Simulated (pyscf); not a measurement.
HO–B(OH)–O–SiH₃ + hydrogen (H₂) -> boric acid (HO–B(OH)–OH) + silane (SiH₄) (four-centre exchange; singlet surface; O–Si, H–H broken, H–O, H–Si formed). PySCF, gas phase, ωB97X-D3(BJ)/def2-SVP geometries. Energies in kJ/mol from the separated reactants.

```
level                   barrier  reaction energy
----------------------  -------  ---------------
ωB97X-D3(BJ)/def2-TZVP    258.3            +70.6
PBE/def2-TZVP             225.1            +55.1
r²SCAN/def2-TZVP          244.0            +68.9
PBE0-D3(BJ)/def2-TZVP     237.6            +59.5
M06-2X/def2-TZVP            [?]            +79.2
ωB97M-D3(BJ)/def2-TZVP      [?]              [?]
```

**Question.** What belongs in the gaps?

**Answer.** 
- M06-2X/def2-TZVP, barrier: 267.9
- ωB97M-D3(BJ)/def2-TZVP, barrier: 252.4
- ωB97M-D3(BJ)/def2-TZVP, reaction energy: +65.3

The functionals in the table span 42.8 kJ/mol in this barrier, from PBE to M06-2X. One saddle was located; it need not be the lowest between these sides.
